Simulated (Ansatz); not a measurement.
# B₂NH₄ radical: a ladder of functionals and wavefunction methods

Aim: compute B₂NH₄ radical with functionals from several rungs and with coupled cluster, and see how far each lands from CCSD(T) at the basis-set limit for the atomisation energy.

The runs use Ansatz 0.2.0, Gaussian basis; functionals in def2-TZVPP, the program's frozen cores in correlated methods.

The runs, in order: LDA (SPW92), PBE-D4, revPBE-D4, BLYP-D4, r2SCAN-D4, B97M-V, PBE0-D4, B3LYP-D4, r2SCANh-D4, r2SCAN0-D4, HSE06-D4, BHLYP-D4, CAM-B3LYP-D4, LC-ωPBE, ωB97X-V, ωB97M-V, B2PLYP, PBE-QIDH; CCSD(T)/def2-SVP; CCSD(T)/def2-TZVPP; MP2/def2-QZVPP; extrapolation to the limit; RPA on PBE.

## Step 1: The relaxed structure

All runs share one geometry, relaxed beforehand with PBE0-D4 in a triple-zeta def2 set.

SMILES `B[N]B`, 7 atoms, charge 0, spin multiplicity 2.

Atoms are counted from 1 here; the program's logs count them from 0.

Bond lengths: B1–N2 1.364 Å, B1–H4 1.203 Å, B1–H5 1.203 Å, N2–B3 1.364 Å, B3–H6 1.203 Å, B3–H7 1.203 Å. Angles: N2–B1–H4 120.0°, N2–B1–H5 119.8°, H4–B1–H5 120.2°, B1–N2–B3 179.5°, N2–B3–H6 119.8°, N2–B3–H7 120.0°, H6–B3–H7 120.2°.

## Step 2: LDA

This LDA is Slater exchange with PW92 correlation.

Contents of in.yaml:

```yaml
crystal:
  periodic: [false, false, false]
  atoms:
    - {symbol: B, position_ang: [-1.116891, 0.208371, -0.746195]}
    - {symbol: N, position_ang: [0.009018, -0.016846, -0.009043]}
    - {symbol: B, position_ang: [1.134502, -0.229984, 0.732332]}
    - {symbol: H, position_ang: [-1.409714, -0.540977, -1.640554]}
    - {symbol: H, position_ang: [-1.814190, 1.157290, -0.499389]}
    - {symbol: H, position_ang: [1.422296, 0.533386, 1.616661]}
    - {symbol: H, position_ang: [1.836280, -1.179139, 0.500488]}
basis:
  gaussian: {orbitals: def2-TZVPP}
magnetization: {spin_polarized: true, initial_magnetization: 1}
hamiltonian: {xc: lda}
output: {orbitals: {seedname: orbitals}}
```

After this run come: PBE-D4 (GGA); revPBE-D4 (GGA); BLYP-D4 (GGA); r2SCAN-D4 (meta-GGA); B97M-V (meta-GGA); PBE0-D4 (hybrid); B3LYP-D4 (hybrid); r2SCANh-D4 (hybrid); r2SCAN0-D4 (hybrid); HSE06-D4 (hybrid); BHLYP-D4 (hybrid); CAM-B3LYP-D4 (range-separated); LC-ωPBE-D4 (range-separated); ωB97X-V (range-separated); ωB97M-V (range-separated); B2PLYP (double hybrid); PBE-QIDH (double hybrid); CCSD(T) in def2-SVP; CCSD(T) in def2-TZVPP; MP2 in def2-QZVPP; RPA on PBE orbitals.

Q: Predict the results of all the runs planned. Wanted: atomisation energy, CCSD(T)/CBS; farthest beyond LDA; mean size of error, GGA; mean size of error, meta-GGA; mean size of error, hybrid; mean size of error, range-separated; mean size of error, double hybrid; gap, smallest and largest; T1 diagnostic.

**Answer**, as computed:

| quantity | value |
| --- | --- |
| atomisation energy, CCSD(T)/CBS | 25.192 eV |
| functionals within 0.126 eV (0.5 %) | none; nearest PBE-QIDH (+0.141 eV) |
| farthest beyond LDA | PBE-D4 (+1.063 eV) |
| mean size of error, GGA | 0.796 eV |
| mean size of error, meta-GGA | 0.715 eV |
| mean size of error, hybrid | 0.527 eV |
| mean size of error, range-separated | 0.558 eV |
| mean size of error, double hybrid | 0.243 eV |
| gap, smallest and largest | 1.11 eV (LDA (SPW92)), 9.43 eV (LC-ωPBE) |
| T1 diagnostic | 0.0240 |
| triples share of the correlation energy | 3.6 % |

What this shows: The LDA atomisation energy is off by 3.818 eV (15 %): it overbinds. PBE-D4 is off by +1.063 eV. Double hybrids carry the basis error of their MP2 part in triple zeta, and no dispersion term here, so their miss is partly the set-up's. By mean error the best rung here is double hybrid (0.243 eV) and the worst beyond LDA is GGA (0.796 eV). The reference freezes the cores and leaves out relativity and excitations past (T), so misses under about 0.126 eV can't be ranked. Hartree-Fock recovers 78 % of the binding; the rest is correlation. CCSD(T) in def2-SVP is off by -0.991 eV, so the small basis spoils what the method gains. The gap grows from 1.1 to 9.4 eV across the functionals, mostly with the share of exact exchange.
